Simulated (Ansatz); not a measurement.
hcp Cd, treated with LDA (PAW; Ansatz, a quantum-chemistry and plane-wave program).

Run with plane-wave cutoff 500 eV, 30×30×14 k mesh (along the axes of the cell as run), Fermi–Dirac smearing 0.1 eV, scalar-relativistic PAW data made under PBE.

Computed at the level's own relaxed cell.

### Question
Estimate the equilibrium volume per atom, lattice constant a and c axis length that the calculation returns.

### Answer

equilibrium volume per atom: 20.03 Å³/atom
lattice constant a: 2.909 Å
c axis length: 5.467 Å

Measured, for comparison: lattice constant a 2.979 Å, lattice parameter c 5.617 Å (293 K, no zero-point or thermal correction; as tabulated in Wikipedia's data pages). Computed (rounded) less measured: lattice constant a -2.3 %, lattice parameter c -2.7 %.

Static lattice: no zero-point or thermal effects.

Computing time: about 2.4 core-minutes (a rough figure).
